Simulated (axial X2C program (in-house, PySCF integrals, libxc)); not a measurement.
**LiS: from the spin-free to the two-component result**

Calculated with an in-house relativistic program for diatomic molecules. Spin-free means the one-electron spin-free X2C Hamiltonian; two-component (2c) means X2C with spin–orbit coupling and atomic mean-field two-electron Coulomb and Gaunt terms, so the difference of the two also holds small scalar two-electron terms. Basis: S dyall-av3z [9s8p3d2f], Li dyall-cv3z [7s8p2d] (cores contracted in-house); Gaussian nuclei, density fitting, unrestricted open shells. Masses: S 31.972 u, Li 7.016 u.

Spin-free state: M_S = 1/2, Λ = 1 (beyond evenly filled blocks: π+α, π+β, π-α); fragments S + Li.

| level | Re (Å) | ωe (cm⁻¹) | De (eV) | μ (D) |
| --- | --- | --- | --- | --- |
| PBE0 | 2.148 | 580.8 | 3.043 | 6.99 |
| HF | 2.168 | 581.2 | 1.906 | 7.41 |
| MP2 | 2.176 | 566.7 | 3.027 | n/a |
| CCSD | 2.172 | 568.8 | 2.978 | n/a |
| CCSD(T) | 2.176 | 564.6 | 3.059 | n/a |
| BLYP | 2.164 | 559.4 | 3.107 | 6.79 |

Correlated methods: 7 electrons correlated (number of frozen shells: S 2 s, 1 p; Li 1 s), 171 virtual spin orbitals or spinors in MP2, 84 natural virtuals in coupled cluster.

Dipoles are positive if Li is the positive end.

(1) Within this multiplet, which Ω should lie lowest by the rule for regular and inverted multiplets?

Two-component determinant lowest at the distance of the search:

Ω = 3/2 (⟨Sz⟩ = 0.50, ⟨Lz⟩ = 1.00 at HF); fragments S + Li.

| level | Re (Å) | ωe (cm⁻¹) | De (eV) | μ (D) |
| --- | --- | --- | --- | --- |
| PBE0 | 2.149 | 580.6 | 3.062 | 6.99 |
| HF | 2.168 | 581.0 | 1.921 | 7.41 |
| MP2 | 2.177 | 566.5 | 3.022 | n/a |
| CCSD | 2.173 | 569.1 | 2.983 | n/a |
| CCSD(T) | 2.176 | 564.8 | 3.055 | n/a |
| BLYP | 2.164 | 559.1 | 3.126 | 6.79 |

(2) From the two tables, how do the constants change at the CCSD(T) level (2c against spin-free)?

The state is one determinant whose occupation by symmetry is held fixed; it was picked as the lowest of a PBE0 search that is not exhaustive. Dissociation energies refer to the lowest single-determinant-based atoms at the same level and basis. Density functionals use the spin component along the axis (collinear). Coupled cluster ran in a truncated set of natural virtual spinors; the MP2 energy of the rest was added. (T) has no such correction and the atoms are truncated less, which lowers De at CCSD(T) by a hundredth of an eV or more. The 2c atoms are single determinants rather than J levels; their spin–orbit lowering is only partly caught, and De is too large by that part. This holds for PBE0, BLYP. The functionals have no current-density term, which raises determinants with orbital currents, atoms included.

## Answers

(1) The open π shell holds three electrons, one hole, so the multiplet is inverted: Ω = Λ + 1/2 = 3/2. The PBE0 2c search agrees, though Ω = 1/2 of the search lies only 0.04 eV higher.

(2) At the CCSD(T) level Re is unchanged within 0.001 Å and ωe is unchanged to within 0.2 cm⁻¹; De changes by -0.004 eV.
